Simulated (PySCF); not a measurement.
Run record for 2-methylthiazole (`CC1=NC=CS1`): B97-2/def2-SVPD, full TDDFT, 3 singlets.

Method: TDDFT B97-2/def2-SVPD, vertical, gas phase, core orbitals frozen in the response (PySCF 2.14.0, density-fitted response routines). Geometry: GFN2-xTB. The input is one job of a driver script: a line of settings, then coordinates in Å.

Command:
```bash
OMP_NUM_THREADS=1 python probes_run.py task.json out
```

Input:
```
{"job": {"kind": "uv", "xc": "B97-2", "basis": "def2-SVPD", "nstates": 3, "ntriplets": 5, "tda": false}, "charge": 0, "multiplicity": 1}
C      1.940708    -0.005791     0.134497
C      0.464971     0.010612     0.023593
N     -0.319411    -0.907457     0.451933
C     -1.623810    -0.628369     0.215581
C     -1.857286     0.547935    -0.417634
S     -0.373014     1.357273    -0.740956
H      2.249883    -0.919241     0.634611
H      2.288567     0.854597     0.704394
H      2.396201     0.038154    -0.853686
H     -2.372421    -1.331338     0.532999
H     -2.788963     0.986296    -0.711296
```

Output:
```
coarse grid: 10136 points
cycle   1  E = -607.9738772204  dE =  9.851e-01  |g| = 3.633e-01  |ddm| = 6.168e+00
cycle   2  E = -607.9129647402  dE =  6.091e-02  |g| = 6.217e-01  |ddm| = 3.061e+00
cycle   3  E = -608.0057887938  dE = -9.282e-02  |g| = 1.091e-01  |ddm| = 2.160e+00
cycle   4  E = -608.0087612110  dE = -2.972e-03  |g| = 2.703e-02  |ddm| = 2.338e-01
cycle   5  E = -608.0089042505  dE = -1.430e-04  |g| = 1.349e-02  |ddm| = 7.631e-02
cycle   6  E = -608.0089496334  dE = -4.538e-05  |g| = 3.976e-03  |ddm| = 2.790e-02
cycle   7  E = -608.0089537823  dE = -4.149e-06  |g| = 1.181e-03  |ddm| = 8.388e-03
final grid: 94432 points
cycle   8  E = -608.0662972336  dE = -2.206e-05  |g| = 2.210e-03  |ddm| = 1.078e-01
cycle   9  E = -608.0662954178  dE =  1.816e-06  |g| = 3.402e-03  |ddm| = 1.224e-02
cycle  10  E = -608.0662984591  dE = -3.041e-06  |g| = 6.102e-04  |ddm| = 7.565e-03
cycle  11  E = -608.0662985465  dE = -8.737e-08  |g| = 2.199e-04  |ddm| = 1.412e-03
cycle  12  E = -608.0662985585  dE = -1.199e-08  |g| = 6.490e-05  |ddm| = 4.871e-04
cycle  13  E = -608.0662985595  dE = -9.760e-10  |g| = 2.598e-05  |ddm| = 1.745e-04
converged SCF energy = -608.0662985595

Static polarisability (au): isotropic 69.540, principal 47.356 76.708 84.556

Singlet excitations
state   eV       nm        f      main configurations
  1   5.3851    230.2   0.00013   H-1->L 0.99
  2   5.5124    224.9   0.09720   H->L 0.92
  3   5.7821    214.4   0.00019   H->L+1 0.97

Triplet excitations (Tamm-Dancoff, eV): 3.8237 5.0186 5.2419 5.5379 5.7728
```

The SCF starts on a coarse grid where the log names one; the energy can jump when the final grid takes over, and dE then counts from the start density on the new grid. H and L stand for HOMO and LUMO; the number after each pair is its weight.

Problem. How does the lowest singlet excitation compare with the HOMO–LUMO gap?

Solution. HOMO -6.78 eV and LUMO -0.78 eV give a gap of 6.00 eV; S1 at 5.39 eV lies 0.61 eV below it.

Problem. Which computed singlet has the largest oscillator strength, and what do all of them sum to?

Solution. State 2 at 5.51 eV (225 nm), f = 0.097; the 3 states sum to 0.098.

In short: SCF converged in 13 cycles with 167 basis and 636 fitting functions; HOMO -6.78 eV, LUMO -0.78 eV; lowest singlet 5.39 eV; lowest triplet 3.82 eV (Tamm–Dancoff); mean polarisability 69.5 au.

Cost: about 30 s of CPU time on one thread; the machine was shared, so the figure is rough.
